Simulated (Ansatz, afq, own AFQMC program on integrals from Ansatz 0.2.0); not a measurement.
CH4⁺, doublet in 6-31G, levels against full CI

```tsv
atom	x (Å)	y (Å)	z (Å)
C	0.0187	-0.0385	0.0388
H	0.3833	0.7115	0.7868
H	-0.3555	-0.7835	0.7870
H	-0.6409	1.3204	-1.3322
H	0.3905	-0.7897	-0.7044
```

Basis 6-31G. Noble-gas cores (and the filled d shells of Ga–Kr and In–Xe) are frozen. Ansatz 0.2.0 and our own AFQMC program on the same integrals; the CISD trial comes from CCSD amplitudes, and released means the phaseless constraint is let go. Error bars are statistical, one sigma.

Determinant: UHF, the one that the program's search chose, which needn't be the lowest solution. The geometry is a point of a scan.

Full CI on the same integrals is exact in this basis and with this determinant's frozen core.

Cautions: the released energies are still falling, so no released level is given (meV from the phaseless value at times in 1/Eh: -0.2 ± 1.4 at 0.24, -2.5 ± 1.3 at 0.51, -4.5 ± 1.0 at 0.99, -4.7 ± 0.8 at 1.62, -10.2 ± 1.2 at 2.40), though the last usable value meets full CI within the noise.

The T1 diagnostic is 0.0296 and the weight of the determinant in the CISD state is 0.928. The ⟨S²⟩ of the determinant is 0.789. The size of the correlated space is 7 electrons in 16 orbitals.

| level | correlation energy (eV) |
| --- | --- |
| MP2 | -2.0304 |
| CCSD | -2.6333 |
| CCSD(T) | -2.6732 |

Question: Estimate where phaseless AFQMC with a CISD trial lies against CCSD(T) on the same integrals.

Answer: 0.37 ± 0.04 mEh below CCSD(T).

Reference: full CI, correlation energy -2.694 eV.

| level | E − E(reference) (mEh) | share of correlation (%) |
| --- | --- | --- |
| CCSD(T) | 0.76 | 99.24 |
| CCSDT | 0.13 | 99.87 |
| CCSDT(Q) | 0.02 | 99.98 |
| CCSDTQ | 0.01 | 99.99 |
| ph-AFQMC/CISD | 0.38 ± 0.04 | 99.61 |

CCSDT and higher add their correlation energy to the determinant of the CCSD(T) run, since their own runs factorise the integrals more tightly (a shift of under 2 meV). A walk keeps the symmetry of its determinant, which the program's search chose and which needn't be the lowest solution, so a lower state of the same spin and another symmetry isn't excluded.
